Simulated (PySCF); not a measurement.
# AlF: basis, grid and Hamiltonian

The method stays; parts of the set-up, such as the basis or the Hamiltonian, are changed.

The runs use PySCF 2.14.0; each script names its method and basis.

1 further run of the same task is left out (it didn't finish).

**1. Starting geometry**

AlF: 2 atoms, charge 0, spin multiplicity 1.

Bond lengths: Al1–F2 1.629 Å.

**2. The run that the others are compared with**

Input file input.py:

```python
from pyscf import gto, scf, cc

mol = gto.M(
    atom='Al 0 0 0; F 0 0 1.629',
    basis='cc-pcvdz',
    charge=0,
    spin=0,
    verbose=3,
)
mf = scf.RHF(mol)
mf.kernel()
mycc = cc.CCSD(mf)
mycc.kernel()
mf.dip_moment()
print('orbital energies (hartree):', mf.mo_energy[..., max(0, mol.nelec[1]-3):mol.nelec[0]+3].round(4))
```

On the command line:

```
OMP_NUM_THREADS=1 python input.py
```

Its log is not repeated here.

In short: E(SCF) = -341.422057 Eh, E(CCSD) − E(SCF) = -0.49054 Eh, μ = 1.33 D (of the SCF density).

The bond length is a typed value, not an optimised one.

**3. X2c-svpall (X2C on)**

Variant 1 changes basis set: cc-pcvdz → x2c-svpall; spin-free X2C: off → on.

Input file input.py:

```python
from pyscf import gto, scf, cc

mol = gto.M(
    atom='Al 0 0 0; F 0 0 1.629',
    basis='x2c-svpall',
    charge=0,
    spin=0,
    verbose=3,
)
mf = scf.RHF(mol)
mf = mf.sfx2c1e()
mf.kernel()
mycc = cc.CCSD(mf)
mycc.kernel()
mf.dip_moment()
print('orbital energies (hartree):', mf.mo_energy[..., max(0, mol.nelec[1]-3):mol.nelec[0]+3].round(4))
```

On the command line:

```
OMP_NUM_THREADS=1 python input.py
```

**4. Spin-free X2C on**

Variant 2 changes spin-free X2C: off → on.

Changes to input.py since step 2:

```diff
@@ -10,2 +10,3 @@
 mf = scf.RHF(mol)
+mf = mf.sfx2c1e()
 mf.kernel()
```

**5. Ano-rcc-vdzp (X2C on)**

Variant 3 changes basis set: cc-pcvdz → ano-rcc-vdzp; spin-free X2C: off → on.

Changes to input.py since step 2:

```diff
@@ -4,3 +4,3 @@
     atom='Al 0 0 0; F 0 0 1.629',
-    basis='cc-pcvdz',
+    basis='ano-rcc-vdzp',
     charge=0,
@@ -10,2 +10,3 @@
 mf = scf.RHF(mol)
+mf = mf.sfx2c1e()
 mf.kernel()
```

**6. Jorge-dzp-dkh (X2C on)**

Variant 4 changes basis set: cc-pcvdz → jorge-dzp-dkh; spin-free X2C: off → on.

Changes to input.py since step 2:

```diff
@@ -4,3 +4,3 @@
     atom='Al 0 0 0; F 0 0 1.629',
-    basis='cc-pcvdz',
+    basis='jorge-dzp-dkh',
     charge=0,
@@ -10,2 +10,3 @@
 mf = scf.RHF(mol)
+mf = mf.sfx2c1e()
 mf.kernel()
```

**7. Density fitting weigend**

Variant 5 changes density fitting: none → weigend.

Changes to input.py since step 2:

```diff
@@ -10,2 +10,3 @@
 mf = scf.RHF(mol)
+mf = mf.density_fit(auxbasis='weigend')
 mf.kernel()
```

**Question.** What will these runs give? Wanted: for each run, E(SCF); from base; gap; SCF dipole; after the SCF.

**Answer**, as computed:

| run | E(SCF) (hartree) | from base (eV) | gap (eV) | SCF dipole (D) | functions | after the SCF |
| --- | --- | --- | --- | --- | --- | --- |
| base | -341.422057 | 0 | 10.51 | 1.33 | 45 | CCSD correlation -13.348 eV |
| x2c-svpall (X2C on) | -341.773470 | not comparable | 10.60 | 1.03 | 32 | CCSD correlation -6.945 eV |
| spin-free X2C on | -341.900932 | -13.0308 | 10.53 | 1.34 | 45 | CCSD correlation -13.366 eV |
| ano-rcc-vdzp (X2C on) | -341.981586 | not comparable | 11.01 | 1.61 | 32 | CCSD correlation -7.858 eV |
| jorge-dzp-dkh (X2C on) | -341.960808 | not comparable | 10.48 | 1.45 | 39 | CCSD correlation -8.870 eV |
| density fitting weigend | -340.327554 | +29.7830 | 10.55 | 1.38 | 45 | CCSD correlation -13.035 eV |

**Reading.** Of the runs whose energies can be compared, “density fitting weigend” moves the SCF energy most (+29.783 eV). Scalar relativity lowers the total energy by 13.03 eV, nearly all of it in the inner shells; a basis contracted without relativity catches only part of it.
